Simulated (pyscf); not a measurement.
## Substitution at Si: H₃Si–Te–SiH₃ + H atom (H•) -> silane (SiH₄) + H₃Si–Te•

Gas phase, doublet surface, charge 0. Bonds broken: Si1–Te2. Bonds formed: Si1–H10. Structures and frequencies: ωB97X-D3(BJ)/def2-SVP in PySCF.

Transition state (Å):

```xyz
10

Si    -2.3735     0.1803     0.0970
Te    -0.3325     1.0801     1.3540
Si     1.1487     0.1231    -0.3784
H     -3.4319     0.6641     1.0312
H     -2.0866    -1.2843     0.0796
H     -2.2446     0.8764    -1.2168
H      0.9741    -1.3555    -0.4556
H      0.8358     0.7075    -1.7137
H      2.5524     0.4471    -0.0015
H     -3.8364    -0.4280    -0.7322
```

One imaginary mode, 590i cm⁻¹; descent along it reached the two sides named.

| bond | change | reactant side (Å) | saddle | product side |
|---|---|---|---|---|
| Si1–Te2 | breaks | 2.477 | 2.560 | 3.8 |
| Si1–H10 | forms | 3.5 | 1.788 | 1.492 |

Electronic energies relative to the separated reactants (kcal/mol):

| level | barrier | reaction energy | reverse barrier |
|---|---|---|---|
| ωB97X-D3(BJ)/def2-TZVP | 4.3 | -19.2 | 23.5 |
| PBE/def2-TZVP | -3.2 | -23.5 | 20.3 |
| r²SCAN/def2-TZVP | -3.9 | -25.4 | 21.5 |
| B3LYP-D3(BJ)/def2-TZVP | -1.5 | -27.5 | 26.0 |
| PBE0-D3(BJ)/def2-TZVP | -0.2 | -21.9 | 21.7 |
| M06-2X/def2-TZVP | 2.4 | -31.3 | 33.7 |
| ωB97M-D3(BJ)/def2-TZVP | 3.4 | -28.1 | 31.5 |
| HF/def2-TZVP | 16.7 | -31.3 | 48.0 |

With ωB97M-D3(BJ)/def2-TZVP energies and thermal terms (ideal gas, 1 atm, RRHO with modes under 100 cm⁻¹ raised to 100, one conformer, R ln 2 for chiral ones without a mode under 150 cm⁻¹), in kcal/mol:

| T (K) | ΔH‡ | ΔG‡ | ΔH | ΔG |
|---|---|---|---|---|
| 298 | 3.2 | 9.3 | -25.9 | -28.1 |
| 600 | 2.8 | 15.6 | -27.5 | -29.7 |
| 900 | 2.5 | 22.1 | -28.9 | -30.5 |
| 1200 | 2.2 | 28.6 | -30.2 | -30.9 |

At PBE, r²SCAN, B3LYP-D3(BJ), PBE0-D3(BJ) this geometry lies under the reactants; that is no barrier but a single point on another level's saddle; such a level's own saddle, if it has one, lies nearer that side and is low. This is the saddle that the search found; another between the same sides may lie lower. The angle at the attacked Si is 178°. Elements past Kr carry the def2 core potentials, without spin-orbit coupling.
